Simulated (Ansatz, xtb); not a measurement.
Ligand exchange: SiH2Cl2 + SiH4 → SiH2(SiH3)Cl + HCl

Species: SiH2Cl2 (dichlorosilane (DCS)) `Cl[SiH2]Cl`, singlet; SiH4 (silane) `[SiH4]`, singlet; SiH2(SiH3)Cl, singlet; HCl (hydrogen chloride), singlet. The partners trade Cl for SiH3: Si–Cl and H–SiH3 bonds give way to Si–SiH3 and H–Cl.

Shapes, held fixed at every level: PBE0-D4/def2-TZVP. Programs: Ansatz 0.2.0, xtb 6.7.1. The zero-point and thermal change to 298 K, harmonic and unscaled (PBE0-D4/def2-TZVP), is -1.2 kJ/mol.

```
               level                    kind  ΔH(298 K) (kJ/mol)  less CCSD(T)/CBS estimate
            GFN0-xTB          semi-empirical              +244.2                     +146.9
         HF/def2-SVP            Hartree–Fock              +110.0                      +12.7
       HF/def2-TZVPP            Hartree–Fock              +113.0                      +15.7
r2SCAN-D4/def2-TZVPP                meta-GGA               +96.1                       -1.2
 BHLYP-D4/def2-TZVPP           global hybrid              +102.0                       +4.7
  wB97M-V/def2-TZVPP  range-separated hybrid              +103.1                       +5.8
   B2PLYP/def2-TZVPP           double hybrid              +102.0                       +4.7
       CCSD/def2-SVP   coupled cluster or CI               +96.5                       -0.8
CCSD(T)/CBS estimate   coupled cluster or CI               +97.3                        0.0
```

The highest level, CCSD(T)/CBS estimate, gives ΔH(298 K) = +97.3 kJ/mol; the levels span +96.1 to +244.2. GFN0-xTB strays far from the other rows. The column of differences is taken from that level and isn't an error. No measured value is set beside it here. The CBS estimate extrapolates MP2 from def2-TZVPP and def2-QZVPP and adds CCSD(T) − MP2 in the triple-zeta set, cores frozen.
